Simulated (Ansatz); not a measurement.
**CH5S+ (SMILES C[SH2+]): one structure at several levels**

One table from this session's results is given with a row withheld; the runs are named, their logs left out.

Program: Ansatz 0.2.0, Gaussian basis. Level of theory: single points in def2-TZVPP. These are calculated values, not measurements.

Cores are frozen in the correlated methods.

## The starting structure

SMILES `C[SH2+]`, 7 atoms, charge 1, spin multiplicity 1.

Atoms are counted from 1 here; the program's logs count them from 0.

Bond lengths: C1–S2 1.829 Å, C1–H3 1.081 Å, C1–H4 1.080 Å, C1–H5 1.069 Å, S2–H6 1.362 Å, S2–H7 1.373 Å. Angles: S2–C1–H3 106.4°, S2–C1–H4 106.3°, S2–C1–H5 111.0°, H3–C1–H4 109.1°, H3–C1–H5 113.4°, H4–C1–H5 110.4°, C1–S2–H6 96.6°, C1–S2–H7 96.8°, H6–S2–H7 92.9°.

Coordinates:

```csv
atom,x (Å),y (Å),z (Å)
C1,-0.47960,-0.41220,-0.35030
S2,0.61270,0.18340,0.99090
H3,-1.47970,-0.43930,0.05950
H4,-0.16190,-1.42020,-0.57480
H5,-0.39330,0.20760,-1.21750
H6,0.25360,1.49470,0.91610
H7,1.73020,0.37400,0.21660
```

Set-up of the first run:

The input, run/in.yaml:

```yaml
crystal:
  periodic: [false, false, false]
  atoms:
    - {symbol: C, position_ang: [-0.479600, -0.412200, -0.350300]}
    - {symbol: S, position_ang: [0.612700, 0.183400, 0.990900]}
    - {symbol: H, position_ang: [-1.479700, -0.439300, 0.059500]}
    - {symbol: H, position_ang: [-0.161900, -1.420200, -0.574800]}
    - {symbol: H, position_ang: [-0.393300, 0.207600, -1.217500]}
    - {symbol: H, position_ang: [0.253600, 1.494700, 0.916100]}
    - {symbol: H, position_ang: [1.730200, 0.374000, 0.216600]}
basis:
  gaussian: {orbitals: def2-TZVPP}
total_charge: 1
correlation: {method: ccsd_t}
output: {forces: true}
```

The command line of these runs was not kept.

Steps of the session up to this table: CCSD(T)/def2-TZVPP; PBE0-D4/def2-TZVPP; wB97M-V/def2-TZVPP; r2SCAN-D4/def2-TZVPP; PBE-D4/def2-TZVPP; r2SCAN0-D4/def2-TZVPP; SPW92/def2-TZVPP.

One table of the session follows, with a row left open; its other results are not shown here.

```
    method  RMS force component (eV/Å)  angle to CCSD(T) forces (°)
   CCSD(T)                       0.344                    reference
   PBE0-D4                           ?                            ?
   wB97M-V                       0.340                          8.7
 r2SCAN-D4                       0.305                         13.1
    PBE-D4                       0.317                         38.9
r2SCAN0-D4                       0.370                         16.2
     SPW92                       0.431                         53.3
```

Estimate the missing values for PBE0-D4.

**Answer.** RMS force component (eV/Å): 0.346; angle to CCSD(T) forces (°): 18.2. In the column «RMS force component (eV/Å)» it lies between CCSD(T) (0.344) and r2SCAN0-D4 (0.370).
